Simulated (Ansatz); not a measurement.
**bcc Cs**

Calculation: LDA in Ansatz (PAW).

Numerical settings: plane-wave cutoff 520 eV, 18×18×18 k mesh, Fermi–Dirac smearing 0.1 eV, perturbation theory, force constants from a 6×6×6 q mesh, scalar-relativistic PAW data made under PBE.

Cell: relaxed at this level.

```json
{
  "zero_point_energy": "0.005 eV/atom"
}
```

Spin–orbit coupling is not included.

It cost roughly 70 core-minutes of CPU time.

Ansatz is an electronic-structure program.
